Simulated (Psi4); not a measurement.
**wB97X-V/aug-cc-pVDZ run of SiH2O2 (SMILES O[Si]O)**

What is the energy change on altering one bond length of SiH2O2 at wB97X-V/aug-cc-pVDZ? 

The results are computed with Psi4 1.11.

2 further runs of the same task are left out: 2 set aside as unsound or not needed.

## 1. The system as given

The species is SiH2O2 (5 atoms), meant as a singlet with charge 0. SMILES: `O[Si]O`. The shape is that of a PBE0-D4/def2-TZVP optimisation. This is one conformer, not always the lowest.

Bond lengths: O1–Si2 1.642 Å, Si2–O3 1.663 Å, O1–H4 0.964 Å, O3–H5 0.960 Å. Angles: O1–Si2–O3 99.4°, Si2–O1–H4 117.5°, Si2–O3–H5 116.1°.

## 2. A single-point energy at wB97X-V/aug-cc-pVDZ

h2o2si.json

```json
{
  "schema_name": "qcschema_input",
  "schema_version": 1,
  "molecule": {
    "schema_name": "qcschema_molecule",
    "schema_version": 2,
    "symbols": ["O", "Si", "O", "H", "H"],
    "geometry": [-2.72725274, -0.19955508, -0.51967468, -0.40062194, -1.49534028, 1.07279752, 1.95775627, 0.35432365, 0.12963521, -2.32795361, 1.22624328, -1.58000001, 3.59255834, -0.02475541, 0.8190073],
    "molecular_charge": 0,
    "molecular_multiplicity": 1,
    "fix_symmetry": "c1",
    "fix_com": true,
    "fix_orientation": true
  },
  "driver": "energy",
  "model": {
    "method": "wb97x-v",
    "basis": "aug-cc-pVDZ"
  },
  "keywords": {
    "puream": true,
    "e_convergence": 1e-09,
    "d_convergence": 1e-08,
    "scf_type": "pk",
    "dft_radial_points": 99,
    "dft_spherical_points": 590
  }
}
```

Run with:

```
$ psi4 --qcschema h2o2si.json -n 1 --memory 2200MB
```

stdout:

```text
[...]
  Running in c1 symmetry.
[...]
  Nuclear repulsion =  103.646253707904961
[...]
  Multiplicity = 1
[...]
  Nalpha       = 16
  Nbeta        = 16
[...]
    Number of basis functions: 91
[...]
   @RKS iter   1:  -440.87435075023143   -5.96664e-01   8.90881e-03 DIIS/ADIIS
[...]
   @RKS iter  11:  -441.12447668194807   -1.73941e-11   6.32841e-09 DIIS
[...]
    Orbital Energies [Eh]
    ---------------------
    Doubly Occupied:
       1A    -66.199498     2A    -19.253836     3A    -19.247388
       4A     -5.430163     5A     -3.782650     6A     -3.780564
       7A     -3.775867     8A     -1.164590     9A     -1.135359
      10A     -0.690697    11A     -0.643312    12A     -0.524131
      13A     -0.493391    14A     -0.483797    15A     -0.447203
      16A     -0.349185
[...]
  @RKS Final Energy:  -441.12447668194807
   => Energetics <=
    Nuclear Repulsion Energy =            103.6462537079049611
    One-Electron Energy =                -815.5607004507461397
    Two-Electron Energy =                 299.0297398762456851
    DFT Exchange-Correlation Energy =     -28.3721467069654238
    Empirical Dispersion Energy =           0.0000000000000000
    VV10 Nonlocal Energy =                  0.1323768916128011
    Total Energy =                       -441.1244766819480674
[...]
 Multipole Moments:
 ------------------------------------------------------------------------------------
     Multipole            Electronic (a.u.)      Nuclear  (a.u.)        Total (a.u.)
 ------------------------------------------------------------------------------------
 L = 1.  Multiply by 2.5417464519 to convert [e a0] to [Debye]
 Dipole X            :         11.1574411          -10.5000742            0.6573669
 Dipole Y            :         18.7560280          -18.4951275            0.2609005
 Dipole Z            :        -11.1952259           11.1378568           -0.0573690
 Magnitude           :                                                    0.7095714
[...]
```

The result, in JSON:

```text
{
 "driver": "energy",
 "model": {
  "method": "wb97x-v",
  "basis": "aug-cc-pVDZ"
 },
 "success": true,
 "return_result": -441.12447668194807,
 "properties": {
  "calcinfo_nbasis": 91,
  "calcinfo_nmo": 91,
  "calcinfo_nalpha": 16,
  "calcinfo_nbeta": 16,
  "calcinfo_natom": 5,
  "nuclear_repulsion_energy": 103.64625370790496,
  "return_energy": -441.12447668194807,
  "scf_one_electron_energy": -815.5607004507461,
  "scf_two_electron_energy": 299.0297398762457,
  "scf_vv10_energy": 0.13237689161280106,
  "scf_xc_energy": -28.372146706965424,
  "scf_dipole_moment": [0.6573669097847112, 0.2609004988444461, -0.0573690497404602],
  "scf_total_energy": -441.12447668194807,
  "scf_iterations": 11
 }
}
```

Run time: 96 s. Hardware: 1 thread of Intel Xeon Platinum 8259CL at 2.50GHz (Skylake/Cascade Lake), shared host; peak memory 1.2 GiB.

## 3. The distorted shape

input.inp

```
memory 2200 mb

molecule {
  O     -1.875757    -0.005298    -0.457403
  Si    -0.644557    -0.690998     0.385297
  O      0.603443     0.287802    -0.113803
  H     -1.664457     0.749202    -1.018503
  H      1.901100    -0.013100     0.433400
  units angstrom
  symmetry c1
}

set puream true
set e_convergence 1e-09
set d_convergence 1e-08
set scf_type pk
set dft_radial_points 99
set dft_spherical_points 590

energy_value, wavefunction = energy("wb97x-v/aug-cc-pVDZ", return_wfn=True)
```

Run with:

```
$ psi4 -i input.inp -o input.out -n 1
```

input.out:

```text
[...]
  Running in c1 symmetry.
[...]
  Nuclear repulsion =  101.538264293180021
[...]
  Multiplicity = 1
[...]
  Nalpha       = 16
  Nbeta        = 16
[...]
    Number of basis functions: 91
[...]
   @RKS iter   1:  -440.73345914116186   -6.79295e-01   9.25442e-03 ADIIS/DIIS
[...]
   @RKS iter  13:  -441.03492519581420   -1.87583e-12   2.96597e-09 DIIS
[...]
    Orbital Energies [Eh]
    ---------------------
    Doubly Occupied:
       1A    -66.193792     2A    -19.272219     3A    -19.245909
       4A     -5.424543     5A     -3.776899     6A     -3.774860
       7A     -3.770442     8A     -1.151330     9A     -1.089877
      10A     -0.670051    11A     -0.586697    12A     -0.506369
      13A     -0.485696    14A     -0.472533    15A     -0.437671
      16A     -0.342016
[...]
  @RKS Final Energy:  -441.03492519581420
   => Energetics <=
    Nuclear Repulsion Energy =            101.5382642931800206
    One-Electron Energy =                -811.6407959052561409
    Two-Electron Energy =                 297.1918391186288204
    DFT Exchange-Correlation Energy =     -28.2563752601756626
    Empirical Dispersion Energy =           0.0000000000000000
    VV10 Nonlocal Energy =                  0.1321425578087026
    Total Energy =                       -441.0349251958141963
[...]
 Multipole Moments:
 ------------------------------------------------------------------------------------
     Multipole            Electronic (a.u.)      Nuclear  (a.u.)        Total (a.u.)
 ------------------------------------------------------------------------------------
 L = 1.  Multiply by 2.5417464519 to convert [e a0] to [Debye]
 Dipole X            :         -0.4936406            1.3748728            0.8812322
 Dipole Y            :         -0.8584017            1.1091537            0.2507520
 Dipole Z            :          0.5785289           -0.5752581            0.0032708
 Magnitude           :                                                    0.9162191
[...]
```

It took 1.8 min on 1 thread of Intel Xeon Platinum 8259CL at 2.50GHz (Skylake/Cascade Lake), shared host; peak memory 1.2 GiB.

## 4. What came out

At wB97X-V/aug-cc-pVDZ:

```
                                                         quantity          value
                                        first shape: total energy  -441.12448 Eh
                                       first shape: dipole moment         1.80 D
                                         first shape: HOMO energy       -9.50 eV
                                         first shape: LUMO energy        0.66 eV
                                       first shape: HOMO–LUMO gap       10.16 eV
                                    distorted shape: total energy  -441.03493 Eh
                                   distorted shape: dipole moment         2.33 D
                                     distorted shape: HOMO energy       -9.31 eV
                                     distorted shape: LUMO energy       -0.50 eV
                                   distorted shape: HOMO–LUMO gap        8.80 eV
energy change with the O3–H5 bond stretched from 0.960 to 1.440 Å       2.437 eV
```

In words: With the O3–H5 bond stretched from 0.960 to 1.440 Å the energy rises by 2.44 eV (235 kJ/mol). The first shape isn't relaxed at this level, so the change isn't measured from a minimum.
